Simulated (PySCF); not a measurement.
**How the method moves the HOMO and LUMO of `CC(C)Cl`**

Species: C₃H₇Cl.
Z-matrix (Å and degrees, PBE0-D3(BJ)/def2-SVP geometry), rows numbered from 1:
```
C 
C   1  1.5134
C   2  1.5135  1  113.67
Cl  2  1.8094  1  109.15  3  -122.13
H   1  1.1005  2  110.62  3    58.83
H   1  1.1019  2  109.88  3   -60.75
H   1  1.0988  2  111.18  3   179.20
H   2  1.1003  1  110.01  3   123.86
H   3  1.1005  2  110.62  1   -58.87
H   3  1.1019  2  109.86  1    60.71
H   3  1.0988  2  111.18  1  -179.25
```

Basis pcSseg-2 throughout (PySCF), one geometry. Geometry: PBE0-D3(BJ)/def2-SVP; no solvent, vibrations or thermal averaging.

**Question.** How do the orbital energies, the gap and the dipole change with the method?

**Answer.** 
```json
{"method": "BLYP", "kind": "GGA", "HOMO (eV)": "-6.78", "LUMO (eV)": "-0.31", "gap (eV)": "6.47", "μ (D)": "2.15", "SCF cycles": "14"}
{"method": "OPBE", "kind": "GGA", "HOMO (eV)": "-6.90", "LUMO (eV)": "-0.24", "gap (eV)": "6.65", "μ (D)": "2.16", "SCF cycles": "15"}
{"method": "B97-D", "kind": "GGA", "HOMO (eV)": "-6.91", "LUMO (eV)": "-0.27", "gap (eV)": "6.64", "μ (D)": "2.19", "SCF cycles": "14"}
{"method": "PBE", "kind": "GGA", "HOMO (eV)": "-6.91", "LUMO (eV)": "-0.38", "gap (eV)": "6.53", "μ (D)": "2.16", "SCF cycles": "14"}
{"method": "BP86", "kind": "GGA", "HOMO (eV)": "-7.01", "LUMO (eV)": "-0.40", "gap (eV)": "6.61", "μ (D)": "2.18", "SCF cycles": "14"}
{"method": "KT2", "kind": "GGA", "HOMO (eV)": "-7.02", "LUMO (eV)": "-0.43", "gap (eV)": "6.59", "μ (D)": "2.19", "SCF cycles": "14"}
{"method": "LDA", "kind": "LDA", "HOMO (eV)": "-7.02", "LUMO (eV)": "-0.56", "gap (eV)": "6.46", "μ (D)": "2.20", "SCF cycles": "13"}
{"method": "KT3", "kind": "GGA", "HOMO (eV)": "-7.04", "LUMO (eV)": "-0.46", "gap (eV)": "6.57", "μ (D)": "2.16", "SCF cycles": "14"}
{"method": "B3LYP", "kind": "global hybrid", "HOMO (eV)": "-8.06", "LUMO (eV)": "0.18", "gap (eV)": "8.23", "μ (D)": "2.22", "SCF cycles": "12"}
{"method": "PBE0", "kind": "global hybrid", "HOMO (eV)": "-8.31", "LUMO (eV)": "0.47", "gap (eV)": "8.78", "μ (D)": "2.24", "SCF cycles": "12"}
{"method": "mPW1PW91", "kind": "global hybrid", "HOMO (eV)": "-8.33", "LUMO (eV)": "0.45", "gap (eV)": "8.78", "μ (D)": "2.24", "SCF cycles": "12"}
{"method": "HF", "kind": "Hartree–Fock", "HOMO (eV)": "-11.63", "LUMO (eV)": "2.60", "gap (eV)": "14.22", "μ (D)": "2.45", "SCF cycles": "10"}
```

The HOMO spans 4.85 eV, from BLYP down to HF, and the gap runs from 6.46 eV (LDA) to 14.22 eV (HF). Over the methods BLYP (0 %), OPBE (0 %), B97-D (0 %), PBE (0 %), BP86 (0 %), KT2 (0 %), LDA (0 %), KT3 (0 %), B3LYP (20 %), PBE0 (25 %), mPW1PW91 (25 %), HF (100 %), a straight line through the gap against the share of exact exchange rises by 0.77 eV for each 10 % (correlation coefficient 0.998). The dipole ranges from 2.15 D (BLYP) to 2.45 D (HF). This basis has no diffuse functions.

Reference dipole: 2.17 D (measured, gas; NIST CCCBDB Release 22 (SRD 101), experimental dipoles); nearest here: OPBE (2.16 D), BP86 (2.18 D) and KT3 (2.16 D). 

The vertical ΔSCF ionisation energy at CAM-B3LYP/def2-SVPD is 10.91 eV; −ε(HOMO) comes closest to it with HF (11.63 eV).
